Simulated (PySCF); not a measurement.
# C2H3Cl3 (1,1,2-trichloroethane): the cost of one run

Computed with PySCF 2.14.0, with density-fitted response routines of our own, on a single molecule in the gas phase. Atoms count from 0, in the outputs and in this text.

## Step 1: The starting structure

8 atoms, charge 0, multiplicity 1; geometry from: MMFF94s. The atoms were then displaced at random by about 0.03 Å, so the start is not that level's minimum.

Bonds of the start (Å): Cl0–C1 1.89, C1–C2 1.56, C2–Cl3 1.71, C2–Cl4 1.75, C1–H5 1.10, C1–H6 1.12, C2–H7 1.10.

## Step 2: Relaxing the molecule at PBE0-D3(BJ)/def2-SVP

What the job is given:

```
{"job": {"xc": "PBE0", "basis": "def2-SVP", "d3": "d3bj", "grid": 1, "shake": 0.03, "kind": "geom"}, "charge": 0, "multiplicity": 1}
Cl     1.918260    -1.146400     0.448300
C      0.727320     0.162450    -0.204200
C     -0.755750    -0.067560     0.220370
Cl    -1.284480    -1.529880    -0.494540
Cl    -1.717020     1.315410    -0.254660
H      0.827260     0.194590    -1.295880
H      1.142170     1.129860     0.178560
H     -0.719530    -0.144140     1.318350
```

On the command line:

```sh
$ OMP_NUM_THREADS=1 python probes_run.py task.json out
```

The driver reads the jobs from task.json and runs them one after another.

**Question.** How long does this first job take on 1 thread of Arm Neoverse V1, shared host, and how much memory does it need?

About 20 s, with a peak of 0.4 GiB.
